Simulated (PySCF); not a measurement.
# Molecular orbitals of SiN

PBE0 at R = 1.565 Å; basis Si def2-TZVPPD, N def2-TZVPPD; no relativity; PySCF 2.14. State: ²Σ⁺ (doublet), unpaired electrons σ ↑. Only the outer orbitals are listed, counted within each symmetry.

| spin | orbital | occ. | ε (eV) | on Si (%) | main shells (%) |
| --- | --- | --- | --- | --- | --- |
| α | 5σ | 1 | -22.50 | 24 | 73 N s, 14 Si s |
| α | 6σ | 1 | -12.44 | 45 | 44 Si s, 41 N p, 14 N s |
| α | 7σ | 1 | -9.10 | 63 | 36 Si p, 30 N p, 26 Si s |
| α | 2π | 1 | -8.53 | 28 | 72 N p, 24 Si p |
| α | 2π | 1 | -8.53 | 28 | 72 N p, 24 Si p |
| α | 3π | 0 | -1.80 | 85 | 72 Si p, 15 N p, 12 Si d |
| α | 3π | 0 | -1.80 | 85 | 72 Si p, 15 N p, 12 Si d |
| α | 8σ | 0 | 0.62 | 26 | 72 N s, 49 Si d |
| β | 5σ | 1 | -20.94 | 28 | 68 N s, 18 Si s |
| β | 6σ | 1 | -10.62 | 79 | 69 Si s, 12 N s, 9 N p |
| β | 2π | 1 | -7.95 | 37 | 62 N p, 33 Si p |
| β | 2π | 1 | -7.95 | 37 | 62 N p, 33 Si p |
| β | 7σ | 0 | -4.62 | 31 | 48 N p, 31 Si p, 20 N s |
| β | 3π | 0 | -1.52 | 78 | 65 Si p, 22 N p, 12 Si d |
| β | 3π | 0 | -1.52 | 78 | 65 Si p, 22 N p, 12 Si d |

Task: Which are the highest filled and the lowest empty level, where do they sit, and how wide is the gap?

Result: Highest filled β 2π at -7.95 eV (in %: 62 N p, 33 Si p); lowest empty β 7σ at -4.62 eV (in %: 48 N p, 31 Si p, 20 N s); the gap at PBE0 is 3.33 eV.

```
bond order (Mayer)                              : 2.70
⟨S²⟩                                            : 0.781
charge on Si (Mulliken, basis-dependent)        : 0.28
charge on Si (Löwdin, basis-dependent)          : 0.38
dipole moment (positive dipole means Si(−)N(+)) : -2.73 D
```

The state was picked by a PBE0 search and need not be the measured ground state.
